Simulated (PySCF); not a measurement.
# Working out the ionisation energy of Si

Si [Ne] 3s2 3p2 (3P) → Si⁺ [Ne] 3s2 3p1 (2P). All numbers are calculated (PySCF 2.14, no relativity, point nucleus, in def2-QZVPPD (10s6p5d2f1g, 76 functions)). Frozen: [Ne]. Energies in hartree (1 hartree = 27.21139 eV):

```
            part   Si (lower)  Si⁺ (upper)
             UHF  -288.858733  -288.578085
CCSD correlation    -0.076803    -0.060166
             (T)    -0.002868    -0.001206
```

Problem. What does Hartree-Fock give?

Solution. (-288.578085) − (-288.858733) = 0.280648 hartree = 7.637 eV.

Problem. What do CCSD and CCSD(T) give?

Solution. The CCSD correlation energies differ by 0.016637 hartree = 0.453 eV and the triples by 0.001662 hartree = 0.045 eV, so CCSD gives 8.090 eV and CCSD(T) 8.135 eV.

Measured between the centres of the two terms (NIST): 8.157 eV, so CCSD(T) (valence) is off by -0.022 eV.

What remains against the reference includes basis incompleteness, the frozen core and higher excitations.
